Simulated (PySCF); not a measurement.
**Excitation energies in several basis sets**

2,2-difluoropropane, C3H6F2.
Numbering: `[CH3:1][C:2]([CH3:3])([F:4])[F:5]` (hydrogens: H6, H7, H8 on C1; H9, H10, H11 on C3)

Geometry (PBE0-D3(BJ)/def2-SVP, Å), atoms numbered from 1 in this order:
```xyz
11
C3H6F2 angstrom
C      1.0268    0.7938   -0.1204
C      0.1494   -0.3087    0.4161
C     -1.1730   -0.4927   -0.2845
F      0.8417   -1.4835    0.3592
F     -0.0863   -0.0740    1.7398
H      0.5113    1.7611   -0.0505
H      1.9493    0.8356    0.4742
H      1.2852    0.5985   -1.1698
H     -1.7702    0.4270   -0.2213
H     -1.7229   -1.3106    0.2002
H     -1.0128   -0.7454   -1.3413
```

TDDFT with PBE0 (PySCF), vertical singlets, core orbitals frozen in the response, spherical d and f functions. Geometry: PBE0-D3(BJ)/def2-SVP; no solvent, vibrations or thermal averaging.

Question: Compare 6-31G*, def2-SVP, 6-31+G*, def2-SVPD, aug-cc-pVDZ, def2-TZVP and def2-TZVPD for this molecule.

Answer: 

| basis | functions | diffuse | S1 (eV) | S2 (eV) | S3 (eV) | S4 (eV) | S5 (eV) | LUMO (eV) | α (au) |
| --- | --- | --- | --- | --- | --- | --- | --- | --- | --- |
| 6-31G* | 82 | no | 10.56 | 10.63 | 11.18 | 12.02 | 12.06 | 2.90 | 33.1 |
| def2-SVP | 100 | no | 9.85 | 10.41 | 10.96 | 11.23 | 11.29 | 1.84 | 33.6 |
| 6-31+G* | 102 | yes | 8.82 | 9.61 | 9.73 | 9.99 | 10.12 | 0.46 | 37.7 |
| def2-SVPD | 154 | yes | 9.03 | 10.18 | 10.19 | 10.36 | 10.37 | 0.64 | 40.5 |
| aug-cc-pVDZ | 169 | yes | 8.35 | 9.12 | 9.20 | 9.42 | 9.72 | -0.10 | 41.3 |
| def2-TZVP | 191 | no | 9.35 | 10.20 | 10.65 | 10.73 | 10.75 | 1.18 | 38.8 |
| def2-TZVPD | 245 | yes | 8.61 | 9.61 | 9.79 | 9.93 | 9.99 | 0.26 | 41.3 |

States are compared by their number. Against the largest diffuse basis here (def2-TZVPD, itself not a converged limit), sets without diffuse functions differ by up to 1.95 eV in S1 and 2.07 eV in S5; the smaller diffuse sets differ by up to 0.42 and 0.38 eV. State by state, the largest deviation of a set without diffuse functions is S1 1.95, S2 1.02, S3 1.39, S4 2.09, S5 2.07 eV. The same number needn't mean the same state in each row. Against def2-TZVPD the polarisability deviates by -20% in 6-31G*, -19% in def2-SVP, -9% in 6-31+G*, -2% in def2-SVPD, 0% in aug-cc-pVDZ, -6% in def2-TZVP. A single + in a Pople set puts diffuse functions on heavy atoms only.
